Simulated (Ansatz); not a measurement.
## [SiH3···H···OH], doublet along the distance Si1-H5

Starting geometry:

| atom | x (Å) | y (Å) | z (Å) |
| --- | --- | --- | --- |
| Si | -1.0916 | 0.0193 | 0.0000 |
| H | -1.5864 | 1.4190 | 0.0000 |
| H | -1.5864 | -0.6806 | 1.2122 |
| H | -1.5864 | -0.6806 | -1.2122 |
| H | 0.3930 | 0.0193 | 0.0000 |
| O | 2.0464 | 0.0193 | 0.0000 |
| H | 2.2983 | -0.9207 | 0.0000 |

From there H5 is moved from one fragment to the other while all else, the fragments' distance too, stays fixed, so the hump isn't the reaction's barrier; atoms are numbered as listed. Energies are in kcal/mol, counted from the starting geometry at the same level.

Basis cc-pVDZ; Ansatz 0.2.0. Only valence electrons are correlated (noble-gas cores frozen). R marks a restricted (for open shells ROHF) determinant, U an unrestricted one.

Full CI isn't at hand for all of this; UCCSDT(Q) serves as the reference, and is uncertain by about the last step of the cluster series. The frozen core follows each run's orbitals, which can shift R against U totals by a few meV.

```json
{"distance Si1-H5 (Å)": "1.485", "UCCSDT(Q)": "0.0", "error RHF": "0.0", "error RMP2": "0.0", "error RCCSD(T)": "0.0", "error UCCSD(T)": "0.0", "error BCCD(T)": "0.0", "error UCCSDT": "0.0"}
{"distance Si1-H5 (Å)": "1.579", "UCCSDT(Q)": "0.9", "error RHF": "3.4", "error RMP2": "0.8", "error RCCSD(T)": "0.1", "error UCCSD(T)": "0.1", "error BCCD(T)": "0.1", "error UCCSDT": "0.0"}
{"distance Si1-H5 (Å)": "1.769", "UCCSDT(Q)": "1.8", "error RHF": "16.5", "error RMP2": "1.6", "error RCCSD(T)": "0.3", "error UCCSD(T)": "0.3", "error BCCD(T)": "0.3", "error UCCSDT": "0.2"}
{"distance Si1-H5 (Å)": "1.958", "UCCSDT(Q)": "-9.6", "error RHF": "17.4", "error RMP2": "-5.3", "error RCCSD(T)": "0.2", "error UCCSD(T)": "0.3", "error BCCD(T)": "0.2", "error UCCSDT": "0.2"}
{"distance Si1-H5 (Å)": "2.148", "UCCSDT(Q)": "-23.2", "error RHF": "10.4", "error RMP2": "-5.7", "error RCCSD(T)": "0.1", "error UCCSD(T)": "0.1", "error BCCD(T)": "0.1", "error UCCSDT": "0.1"}
```

Errors are those of relative energies. In total energy the starting point itself misses UCCSDT(Q) by: RHF 208.0, RMP2 32.8, RCCSD(T) 0.8, UCCSD(T) 0.8, BCCD(T) 0.8, UCCSDT 0.2 kcal/mol.

Spread of the error over the points with a reference, to 2.148 Å (largest less smallest): UCCSDT 0.2, BCCD(T) 0.3, UCCSD(T) 0.3, RCCSD(T) 0.3, RMP2 7.3, RHF 17.4 kcal/mol.
